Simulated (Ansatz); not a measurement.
# C4H8Cl2: ionisation energy by level of theory

How much energy removes an electron from C4H8Cl2 at fixed geometry? The cation is run at each level and the neutral's energy taken from earlier runs.

Method: unrestricted cation, the program's frozen cores in correlated methods; program: Ansatz 0.2.0, Gaussian basis.

The runs, in order: UKS PBE-D4/def2-TZVPP; UKS r2SCAN-D4/def2-TZVPP; UKS PBE0-D4/def2-TZVPP; UKS B3LYP-D4/def2-TZVPP; UKS wB97X-V/def2-TZVPP; UKS wB97M-V/def2-TZVPP; UKS B2PLYP/def2-TZVPP; UHF-CCSD(T)/def2-TZVPP; UHF-MP2/def2-QZVPP; extrapolation to the limit; then −ε(HOMO) from the neutral's earlier runs with LDA (SPW92), PBE-D4, revPBE-D4, BLYP-D4, r2SCAN-D4, B97M-V, PBE0-D4, B3LYP-D4, r2SCANh-D4, r2SCAN0-D4, HSE06-D4, BHLYP-D4, CAM-B3LYP-D4, LC-ωPBE, ωB97X-V, ωB97M-V.

### 1 The relaxed structure

An earlier PBE0-D4 in a triple-zeta def2 set relaxation fixed the geometry.

SMILES `CCC(Cl)CCl`, 14 atoms, charge 0, spin multiplicity 1.

Atoms are counted from 1 here; the program's logs count them from 0.

Bond lengths: C1–C2 1.517 Å, C1–H7 1.092 Å, C1–H8 1.091 Å, C1–H9 1.093 Å, C2–C3 1.519 Å, C2–H10 1.095 Å, C2–H11 1.096 Å, C3–Cl4 1.792 Å, C3–C5 1.510 Å, C3–H12 1.092 Å, C5–Cl6 1.775 Å, C5–H13 1.091 Å, C5–H14 1.090 Å. Angles: C2–C1–H7 110.6°, C2–C1–H8 111.1°, C2–C1–H9 111.1°, H7–C1–H8 108.1°, H7–C1–H9 107.8°, H8–C1–H9 108.0°, C1–C2–C3 114.0°, C1–C2–H10 110.4°, C1–C2–H11 109.6°, C3–C2–H10 108.8°, C3–C2–H11 107.1°, H10–C2–H11 106.8°, C2–C3–Cl4 110.5°, C2–C3–C5 111.0°, C2–C3–H12 110.5°, Cl4–C3–C5 109.8°, Cl4–C3–H12 105.3°, C5–C3–H12 109.7° and more.

### 2 Cation, UKS PBE-D4/def2-TZVPP

Contents of in.yaml:

```yaml
crystal:
  periodic: [false, false, false]
  atoms:
    - {symbol: C, position_ang: [-0.096788, -1.705814, 0.997106]}
    - {symbol: C, position_ang: [0.336367, -0.726859, -0.077758]}
    - {symbol: C, position_ang: [-0.295296, 0.648349, 0.049440]}
    - {symbol: Cl, position_ang: [-2.074106, 0.539804, -0.135781]}
    - {symbol: C, position_ang: [0.268713, 1.600526, -0.978291]}
    - {symbol: Cl, position_ang: [-0.244308, 3.280596, -0.725063]}
    - {symbol: H, position_ang: [0.415003, -2.662144, 0.874633]}
    - {symbol: H, position_ang: [-1.171300, -1.888145, 0.952963]}
    - {symbol: H, position_ang: [0.139744, -1.324813, 1.994106]}
    - {symbol: H, position_ang: [0.112252, -1.127973, -1.071369]}
    - {symbol: H, position_ang: [1.422945, -0.587491, -0.030833]}
    - {symbol: H, position_ang: [-0.133950, 1.051250, 1.051410]}
    - {symbol: H, position_ang: [1.357877, 1.591196, -0.917138]}
    - {symbol: H, position_ang: [-0.037153, 1.311530, -1.983435]}
basis:
  gaussian: {orbitals: def2-TZVPP}
total_charge: 1
magnetization: {spin_polarized: true, initial_magnetization: 1}
hamiltonian: {xc: pbe, dispersion: d4}
```

Command:

```console
$ ansatz run in.yaml --threads 2 --pin off --events-out ev --progress --plain --max-ram 32768MiB --backend cuda --devices 0, --max-vram 18GiB
```

The runs that follow: Cation, UKS r2SCAN-D4/def2-TZVPP; Cation, UKS PBE0-D4/def2-TZVPP; Cation, UKS B3LYP-D4/def2-TZVPP; Cation, UKS wB97X-V/def2-TZVPP; Cation, UKS wB97M-V/def2-TZVPP; Cation, UKS B2PLYP (frozen core)/def2-TZVPP; Cation, UHF-CCSD(T)/def2-TZVPP; Cation, UHF-MP2/def2-QZVPP.

Before running them: what should the planned runs give, taken together? Wanted: ionisation energy, CCSD(T)/CBS; nearest functional by difference; nearest −ε(HOMO); −ε(HOMO) of PBE; T1 of the cation.

The runs gave:

| quantity | value |
| --- | --- |
| ionisation energy, CCSD(T)/CBS | 11.10 eV |
| nearest functional by difference | ωB97X-V (-0.22 eV) |
| nearest −ε(HOMO) | LC-ωPBE (+0.11 eV) |
| −ε(HOMO) of PBE | 6.95 eV |
| T1 of the cation | 0.029 |

In words: Energy differences with functionals land within 1.20 eV of the reference. −ε(HOMO) of PBE misses by 4.1 eV, since self-interaction lifts the level. Among orbital estimates LC-ωPBE comes nearest. Hartree-Fock falls 1.13 eV short, as the neutral has more correlation energy than the cation.
